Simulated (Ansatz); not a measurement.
Cartesian coordinates in Å:
```
N -0.452 -0.317 1.674
C -0.409 0.459 0.705
F -1.022 1.645 0.785
C 0.255 0.306 -0.635
O 0.824 -0.961 -0.811
H 0.084 -1.155 1.453
H -0.473 0.561 -1.414
H 1.061 1.043 -0.702
H 0.132 -1.581 -1.055
```

Total charge 0; spin multiplicity 1.

(1) List the ωB97M-V/def2-TZVPP orbital energies in eV (Ansatz 0.2.0). (Best estimate.)

Answers

(1) Ansatz gave: Occupied: -678.24, -527.00, -394.51, -284.95, -283.70, -37.53, -32.46, -28.58, -23.67, -20.06, -18.39, -17.31, -16.78, -16.45, -15.35, -14.48, -12.97, -11.81, -11.40, -10.90. Lowest empty: 1.85, 2.42, 3.28, 3.86, 4.62, 5.25, 5.90, 6.64.
